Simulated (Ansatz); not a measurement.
# Al2 (singlet): from Hartree-Fock to the top rungs at distance Al1–Al2 = 7.985 Å, cc-pVDZ

How much of the correlation energy of Al2 (singlet) does each wave-function method recover here?

Computed with Ansatz 0.2.0, Gaussian basis. Level: cc-pVDZ, core rule «outside noble gas», up to 10 orbitals frozen.

Plan: UHF; CCSD(T) on RHF; CCSD(T) on UHF; BCCD(T) on RHF; CISD; CCSDT(Q) on RHF; CCSDT(Q) on UHF; CISDTQ; CCSDTQ on RHF; CASSCF and MRCISD+Q, 2 electrons in 2 orbitals; CASSCF and NEVPT2, 2 electrons in 2 orbitals; CASSCF and MRCISD+Q, 6 electrons in 8 orbitals; CASSCF and NEVPT2, 6 electrons in 8 orbitals; Full CI; Full CI in the symmetry of the determinant.

18 further runs of the same task are left out: 1 for a mislabelled method, 13 that didn't finish, 4 set aside as unsound or not needed.

**1. The geometry**

The geometry derives from a PBE0/def2-TZVP stationary point (not a proven minimum). One bond is set to the value named and the two fragments are kept rigid.

2 atoms, charge 0, spin multiplicity 1.

Atoms are counted from 1 here; the program's logs count them from 0.

No contacts short enough for the rule that draws bonds.

Coordinates:

```mol
Al2
  3D, bonds by distance, orders not assigned

  2  0  0  0  0  0  0  0  0  0999 V2000
    0.0000    0.0000    0.0000 Al  0  0
    0.0000    0.0000    7.9850 Al  0  0
M  END
```

**2. UHF**

The input, in.yaml:

```yaml
crystal:
  periodic: [false, false, false]
  atoms:
    - {symbol: Al, position_ang: [0.000000, 0.000000, 0.000000]}
    - {symbol: Al, position_ang: [0.000000, 0.000000, 7.985000]}
basis:
  gaussian: {orbitals: cc-pVDZ}
magnetization: {spin_polarized: true, initial_magnetization: 0}
hamiltonian: {xc: hf}
output: {orbitals: {seedname: orbitals}}
```

On the command line:

```
> ansatz run in.yaml --threads 1 --pin off --events-out ev --progress --plain --max-ram 2393MiB
```

Further steps of the session: CCSD(T) on RHF; CCSD(T) on UHF; BCCD(T) on RHF; CISD; CCSDT(Q) on RHF; CCSDT(Q) on UHF; CISDTQ; CCSDTQ on RHF; CASSCF and MRCISD+Q, 2 electrons in 2 orbitals; CASSCF and NEVPT2, 2 electrons in 2 orbitals; CASSCF and MRCISD+Q, 6 electrons in 8 orbitals; CASSCF and NEVPT2, 6 electrons in 8 orbitals; Full CI; Full CI in the symmetry of the determinant.

**Question.** What will the summary of the whole plan be? Wanted: FCI below the RHF energy; UMP2 from FCI; UCCSD(T) from FCI; UCCSDT(Q) from FCI; NEVPT2 valence from FCI; MRCISD+Q valence from FCI; T1 diagnostic; effectively unpaired electrons.

The runs gave:

| quantity | value |
| --- | --- |
| FCI below the RHF energy | -5.5337 eV |
| UMP2 from FCI | +22.05 kcal/mol |
| UCCSD(T) from FCI | +0.49 kcal/mol |
| UCCSDT(Q) from FCI | +0.03 kcal/mol |
| NEVPT2 valence from FCI | +11.37 kcal/mol |
| MRCISD+Q valence from FCI | -0.89 kcal/mol |
| levels within 1 kcal/mol (43 meV) | UCCSD(T), UCCSDT, UCCSDT(Q), MRCISD+Q valence |
| T1 diagnostic | 0.040 |
| effectively unpaired electrons | 2.42 |

In words: UCCSD(T) misses by +0.49 kcal/mol, 0.4 % of the correlation energy. MRCISD+Q valence falls below full CI: the +Q correction isn't variational, and the cores differ from full CI's. With 2.4 effectively unpaired electrons against 0 the state is strongly multireference. Coupled cluster on one determinant still stays close here. Of the multireference levels listed MRCISD+Q valence comes nearest in total energy (-0.89 kcal/mol), which doesn't show that its space is the better one. The lowest state has another symmetry than the determinant, whose own symmetry lies 0.01 eV higher, so single-reference misses include that gap. These misses are within one basis, not against nature.
